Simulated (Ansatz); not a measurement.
Input file:

```yaml
crystal:
  periodic: [false, false, false]
  atoms:
    - {symbol: Ge, position_ang: [0.000000, 0.000000, 0.000000]}
    - {symbol: P, position_ang: [0.000000, 0.000000, 2.118000]}
basis:
  gaussian: {orbitals: cc-pVDZ}
total_charge: 1
magnetization: {spin_polarized: false, initial_magnetization: 2}
correlation: {method: fic_mrcisd_q, electrons: outside_noble_gas, active_space: {window: {electrons: 4, orbitals: 4}}}
```

```sh
$ ansatz run in.yaml --threads 1 --pin off --events-out ev --progress --plain --max-ram 4096MiB --backend cpu
```

Log:

```
521 factors; integrals over basis functions are off by at most 7.8e-4 eV
mean field evaluation 1: about -65733.8944 eV, gradient 1.3e1 eV
mean field evaluation 2: about -65733.9781 eV, gradient 1.3e1 eV
mean field evaluation 4: about -65735.1196 eV, gradient 1.1e0 eV
mean field evaluation 8: about -65735.1522 eV, gradient 3.6e-1 eV
mean field evaluation 16: about -65735.1604 eV, gradient 3.6e-2 eV
mean field evaluation 32: about -65735.1604 eV, gradient 4.8e-6 eV
mean field evaluation 64: about -65735.1365 eV, gradient 1.1e0 eV
mean field evaluation 96: about -65735.1603 eV, gradient 9.4e-2 eV
mean field evaluation 128: about -65735.1553 eV, gradient 3.8e-1 eV
mean field evaluation 160: about -65735.1604 eV, gradient 2.7e-5 eV
mean field -65735.96097423 eV, -2415.7520083681 hartree, gradient 2.2e-6 eV, S^2 2.000000; 11 other end points of the search recorded, 0 dependent functions left out
reference -65735.96097423 eV, -2415.7520083681 hartree; 24, 22 occupied and 21, 23 virtual orbitals, 521 factors
state -65736.36783791 eV, -2415.7669603328 hartree
contracted CI cycle   1: correlation 0.00000000 eV, 0.0000000000 hartree, residual 1.26e1 eV
contracted CI cycle   2: correlation -3.51617470 eV, -0.1292170368 hartree, residual 2.20e0 eV
contracted CI cycle   3: correlation -3.65600794 eV, -0.1343558137 hartree, residual 7.28e-1 eV
contracted CI cycle   4: correlation -3.67146187 eV, -0.1349237352 hartree, residual 2.64e-1 eV
contracted CI cycle   5: correlation -3.67364111 eV, -0.1350038207 hartree, residual 1.01e-1 eV
contracted CI cycle   6: correlation -3.67397562 eV, -0.1350161139 hartree, residual 4.10e-2 eV
contracted CI cycle   7: correlation -3.67402682 eV, -0.1350179955 hartree, residual 1.56e-2 eV
contracted CI cycle   8: correlation -3.67403421 eV, -0.1350182670 hartree, residual 5.73e-3 eV
contracted CI cycle   9: correlation -3.67403517 eV, -0.1350183023 hartree, residual 2.39e-3 eV
contracted CI cycle  10: correlation -3.67403535 eV, -0.1350183087 hartree, residual 1.03e-3 eV
state -65736.36783791 eV, -2415.7669603328 hartree; corrected -65740.40659341 eV, -2415.9153818599 hartree
state -65736.19230727 eV, -2415.7605097007 hartree
contracted CI cycle   1: correlation 0.00000000 eV, 0.0000000000 hartree, residual 1.28e1 eV
contracted CI cycle   2: correlation -3.65319899 eV, -0.1342525865 hartree, residual 2.55e0 eV
contracted CI cycle   3: correlation -3.82919167 eV, -0.1407201983 hartree, residual 7.64e-1 eV
contracted CI cycle   4: correlation -3.84566005 eV, -0.1413254000 hartree, residual 2.77e-1 eV
contracted CI cycle   5: correlation -3.84792175 eV, -0.1414085161 hartree, residual 1.14e-1 eV
contracted CI cycle   6: correlation -3.84834033 eV, -0.1414238985 hartree, residual 4.70e-2 eV
contracted CI cycle   7: correlation -3.84840219 eV, -0.1414261721 hartree, residual 1.68e-2 eV
contracted CI cycle   8: correlation -3.84840945 eV, -0.1414264388 hartree, residual 6.19e-3 eV
contracted CI cycle   9: correlation -3.84841044 eV, -0.1414264752 hartree, residual 2.09e-3 eV
contracted CI cycle  10: correlation -3.84841056 eV, -0.1414264795 hartree, residual 6.78e-4 eV
state -65736.19230727 eV, -2415.7605097007 hartree; corrected -65740.45150554 eV, -2415.9170323501 hartree
state -65736.19230727 eV, -2415.7605097007 hartree; corrected -65740.45150554 eV, -2415.9170323501 hartree
WARN: the results are in doubt because another end's mean lies 0.176 eV lower, and its corrected mean 0.045 eV higher
Total energy: -65740.45150554 eV, -2415.9170323501 hartree
In doubt: another end's mean lies 0.176 eV lower, and its corrected mean 0.045 eV higher
```

Ran on 1 thread of AMD EPYC 7R13, shared host: 4.9 s wall, 0.23 GiB peak host memory.
